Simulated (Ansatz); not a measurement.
**N2H2+ (doublet): wave-function methods side by side, cc-pVTZ**

The task here is to estimate one member of a computed series from the others.

The runs use Ansatz 0.2.0, Gaussian basis; cc-pVTZ, core rule «outside noble gas», up to 2 orbitals frozen.

To be run: UHF; CCSD(T) on ROHF; CCSD(T) on UHF; BCCD(T) on ROHF; CCSDT(Q) on ROHF; CCSDT(Q) on UHF; CASSCF and MRCISD+Q, 11 electrons in 10 orbitals; CASSCF and NEVPT2, 11 electrons in 10 orbitals.

4 further runs of the same task are left out: 4 set aside as unsound or not needed. Runs told in other sessions of the task aren't counted.

**What is computed**

The geometry is a PBE0/def2-TZVP stationary point (not a proven minimum) of the parent state, kept for this charge and spin.

4 atoms, charge 1, spin multiplicity 2.

Atoms are counted from 1 here; the program's logs count them from 0.

Bond lengths: N1–N2 1.204 Å, N1–H3 1.044 Å, N1–H4 1.044 Å. Angles: N2–N1–H3 124.0°, N2–N1–H4 124.0°, H3–N1–H4 112.0°.

The first run:

The input, in.yaml:

```yaml
crystal:
  periodic: [false, false, false]
  atoms:
    - {symbol: N, position_ang: [0.000000, 0.000000, 0.522211]}
    - {symbol: N, position_ang: [0.000000, 0.000000, -0.681356]}
    - {symbol: H, position_ang: [0.000000, 0.865113, 1.105769]}
    - {symbol: H, position_ang: [0.000000, -0.865113, 1.105769]}
basis:
  gaussian: {orbitals: cc-pVTZ}
total_charge: 1
magnetization: {spin_polarized: true, initial_magnetization: 1}
hamiltonian: {xc: hf}
output: {orbitals: {seedname: orbitals}}
```

The run is started by

```console
$ ansatz run in.yaml --threads 1 --pin off --events-out ev --progress --plain --max-ram 2816MiB --backend cpu
```

Steps of the session up to this table: UHF; CCSD(T) on ROHF; CCSD(T) on UHF; BCCD(T) on ROHF; CCSDT(Q) on ROHF; CCSDT(Q) on UHF; CASSCF and MRCISD+Q, 11 electrons in 10 orbitals; CASSCF and NEVPT2, 11 electrons in 10 orbitals.

One of the session's tables, all rows but one given; the rest of the session is left out.

It belongs to the step «Misses and costs». 

| method | from UCCSDT(Q) (meV) |
| --- | --- |
| ROHF | +10813.1 |
| UHF | +10512.9 |
| RMP2 | +1019.2 |
| UMP2 | +1378.7 |
| RCCSD | +490.5 |
| UCCSD | +489.3 |
| RCCSD(T) | +43.4 |
| UCCSD(T) | +61.2 |
| BCCD(T) | ? |
| RCCSDT | +29.6 |
| UCCSDT | +28.5 |
| RCCSDT(Q) | +3.6 |
| UCCSDT(Q) | 0 |
| CASSCF valence | +6777.2 |
| NEVPT2 valence | +1139.8 |
| MRCISD valence | +432.8 |
| MRCISD+Q valence | +72.1 |

Estimate the missing values for BCCD(T).

**Answer.** from UCCSDT(Q) (meV): +43.9. In the column «from UCCSDT(Q) (meV)» it lies between RCCSD(T) (+43.4) and UCCSD(T) (+61.2).

Limits of these values: Restricted and unrestricted rows rest on different reference determinants; a gap between their highest levels can come from leftover correlation error, from unlike frozen cores or from another state.
